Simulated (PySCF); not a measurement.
Compound: 1-chloro-1,1-difluoroethane, C₂H₃ClF₂.
Structure used (GFN2-xTB), in Å, numbered top down from 1:
```
atom  x, y, z in Å
C1    -0.804   -0.194   -0.022
C2     0.647    0.202    0.080
F3     1.200   -0.229    1.230
F4     0.798    1.540    0.086
Cl5    1.619   -0.454   -1.276
H6    -0.887   -1.276   -0.003
H7    -1.221    0.193   -0.947
H8    -1.342    0.228    0.826
```

PySCF, density fitting, gas phase, GFN2-xTB geometry. The standard run uses grid level 2 after a coarse-grid start, the def2-universal JK fitting basis (with tight functions added where the orbital basis needs them), an energy threshold of 1e-9 Eh and DIIS. The changed runs have no coarse-grid stage.

Q: Standard PBE0/aug-pcSseg-1: E = -737.453104 Eh, HOMO -9.381 eV, LUMO -0.127 eV, dipole 2.261 D, 12 cycles (coarse-grid cycles included). What changes at PBE0/aug-pcSseg-1 with: damping 0.9 at the start, DIIS from the seventh cycle, at most 71 cycles?

A: E = -737.453104 Eh (0.000 mEh), HOMO -9.381 eV (0.000), LUMO -0.127 eV (0.000), dipole 2.261 D (0.000), 14 SCF cycles. The result matches the standard run within 0.02 mEh and 0.003 eV; such settings steer the iterations and don't enter the energy expression.

The cycles:
```
cycle   1  E = -737.3452326368  dE =  6.152e-01  |g| = 7.601e-01  |ddm| = 3.112e+00
cycle   2  E = -737.3881920621  dE = -4.296e-02  |g| = 5.882e-01  |ddm| = 1.423e-01
cycle   3  E = -737.4141090620  dE = -2.592e-02  |g| = 4.541e-01  |ddm| = 1.106e-01
cycle   4  E = -737.4296025043  dE = -1.549e-02  |g| = 3.505e-01  |ddm| = 8.537e-02
cycle   5  E = -737.4388271589  dE = -9.225e-03  |g| = 2.711e-01  |ddm| = 6.568e-02
cycle   6  E = -737.4283124830  dE =  1.051e-02  |g| = 3.806e-01  |ddm| = 5.123e-01
cycle   7  E = -737.4031810475  dE =  2.513e-02  |g| = 5.372e-01  |ddm| = 7.097e-01
cycle   8  E = -737.4529707607  dE = -4.979e-02  |g| = 2.505e-02  |ddm| = 4.242e-01
cycle   9  E = -737.4530963428  dE = -1.256e-04  |g| = 5.682e-03  |ddm| = 2.491e-02
cycle  10  E = -737.4531031438  dE = -6.801e-06  |g| = 1.553e-03  |ddm| = 8.150e-03
cycle  11  E = -737.4531036494  dE = -5.057e-07  |g| = 4.569e-04  |ddm| = 2.428e-03
cycle  12  E = -737.4531036958  dE = -4.642e-08  |g| = 1.103e-04  |ddm| = 6.884e-04
cycle  13  E = -737.4531036983  dE = -2.501e-09  |g| = 1.648e-05  |ddm| = 1.389e-04
cycle  14  E = -737.4531036984  dE = -6.185e-11  |g| = 3.439e-06  |ddm| = 2.530e-05
```
